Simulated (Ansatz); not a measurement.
**AlH2+ (triplet): wave-function methods side by side at angle H2–Al1–H3 = 63.0°, aug-cc-pVTZ**

One table from this session's results is given with a row withheld; the runs are named, their logs left out.

Computed with Ansatz 0.2.0, Gaussian basis. Level: aug-cc-pVTZ, core rule «outside noble gas», up to 5 orbitals frozen.

To be run: UHF; CCSD(T) on ROHF; CCSD(T) on UHF; BCCD(T) on ROHF; CCSDT(Q) on ROHF; CCSDT(Q) on UHF; CASSCF and NEVPT2, 4 electrons in 6 orbitals; Full CI.

14 further runs of the same task are left out: 9 that didn't finish, 5 set aside as unsound or not needed.

### The system

The geometry derives from a PBE0/def2-TZVP stationary point (not a proven minimum). One angle is set to the value named; bond lengths are kept.

3 atoms, charge 1, spin multiplicity 3.

Atoms are counted from 1 here; the program's logs count them from 0.

Bond lengths: Al1–H2 1.722 Å, Al1–H3 1.722 Å. Angles: H2–Al1–H3 63.0°.

The first run:

in.yaml reads:

```yaml
crystal:
  periodic: [false, false, false]
  atoms:
    - {symbol: Al, position_ang: [0.000000, 0.000000, -0.102095]}
    - {symbol: H, position_ang: [0.000000, 0.899578, 1.366496]}
    - {symbol: H, position_ang: [0.000000, -0.899578, 1.366496]}
basis:
  gaussian: {orbitals: aug-cc-pVTZ}
total_charge: 1
magnetization: {spin_polarized: true, initial_magnetization: 2}
hamiltonian: {xc: hf}
output: {orbitals: {seedname: orbitals}}
```

The run is started by

```sh
$ ansatz run in.yaml --threads 1 --pin off --events-out ev --progress --plain --max-ram 2393MiB
```

Steps of the session up to this table: UHF; CCSD(T) on ROHF; CCSD(T) on UHF; BCCD(T) on ROHF; CCSDT(Q) on ROHF; CCSDT(Q) on UHF; CASSCF and NEVPT2, 4 electrons in 6 orbitals; Full CI.

One of the session's tables, all rows but one given; the rest of the session is left out.

| method | from FCI (kcal/mol) |
| --- | --- |
| ROHF | +44.59 |
| UHF | +38.21 |
| RMP2 | +10.66 |
| UMP2 | ? |
| RCCSD | +1.31 |
| UCCSD | +1.11 |
| RCCSD(T) | +0.32 |
| UCCSD(T) | +0.29 |
| BCCD(T) | +0.33 |
| RCCSDT | +0.01 |
| UCCSDT | -0.02 |
| RCCSDT(Q) | 0.00 |
| UCCSDT(Q) | -0.03 |
| CASSCF valence | +20.55 |
| NEVPT2 valence | +5.64 |
| FCI | 0 |

Estimate the missing values for UMP2.

**Answer.** from FCI (kcal/mol): +11.29. In the column «from FCI (kcal/mol)» it lies between RMP2 (+10.66) and CASSCF valence (+20.55).

Caveats from the session: Levels on UHF freeze UHF's core orbitals, full CI those of ROHF, so the U rows can settle a little off it for that reason alone. Restricted and unrestricted rows rest on different reference determinants; where their highest levels disagree by more than a few hundredths of an eV, they describe different states and don't form one ladder.
